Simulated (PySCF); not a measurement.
**acetylene and hydrogen fluoride**

Made of acetylene and hydrogen fluoride. The whole: neutral, singlet.

Parts: 1 = acetylene (C#C), atoms 1–4; 2 = hydrogen fluoride (F), atoms 5–6.

```tsv
atom	part	x (Å)	y (Å)	z (Å)
C1	1	-0.644	-0.225	0.128
C2	1	0.527	-0.029	-0.035
H3	1	-1.685	-0.399	0.282
H4	1	1.569	0.150	-0.176
F5	2	-0.556	0.497	-2.872
H6	2	-0.404	0.305	-1.972
```

In these coordinates C2···H6 is 2.175 Å. Part 2 is then moved rigidly along that line, all else held; at short range other atoms may come into contact.

The starting structure comes from a short search with a few starts; no frequency run checks that it is a minimum, and another way of binding may lie lower.

Computed with PySCF: CCSD(T)/aug-cc-pVDZ and MP2/aug-cc-pVTZ, aug-cc-pVQZ counterpoise interaction energy, frozen core, gas phase. Geometry: PBE0-D3(BJ)/def2-TZVPD.

Counterpoise energies in kJ/mol, cluster less the parts frozen as they stand in it; small is aug-cc-pVDZ, large aug-cc-pVQZ. Estimated limit: HF in aug-cc-pVQZ, MP2 correlation extrapolated as X⁻³ from aug-cc-pVTZ and aug-cc-pVQZ, and CCSD(T) less MP2 in aug-cc-pVDZ; it isn't the exact limit.

Question: How do the values run over the points 1.957, 2.066, 2.175, 2.284, 2.393, 2.719, 3.262, 4.350?

Answer: 
| C2···H6 (Å) | HF large | MP2 large | SCS-MP2 large | CCSD(T) small | CCSD(T) limit est. |
| --- | --- | --- | --- | --- | --- |
| 1.957 | -3.5 | -14.9 | -11.3 | -8.6 | -14.4 |
| 2.066 | -8.7 | -17.8 | -14.8 | -12.4 | -17.4 |
| 2.175 | -11.7 | -18.8 | -16.4 | -14.3 | -18.7 |
| 2.284 | -13.1 | -18.8 | -16.7 | -15.0 | -18.7 |
| 2.393 | -13.6 | -18.0 | -16.3 | -14.9 | -18.0 |
| 2.719 | -12.0 | -14.0 | -13.0 | -12.5 | -14.1 |
| 3.262 | -7.5 | -7.9 | -7.5 | -7.5 | -8.0 |
| 4.350 | -2.7 | -2.6 | -2.5 | -2.5 | -2.6 |

The 8 runs took 8.9 min in all, one thread each of Arm Neoverse V2 on a shared host, launched as `OMP_NUM_THREADS=1 python cluster_run.py task.json out`.
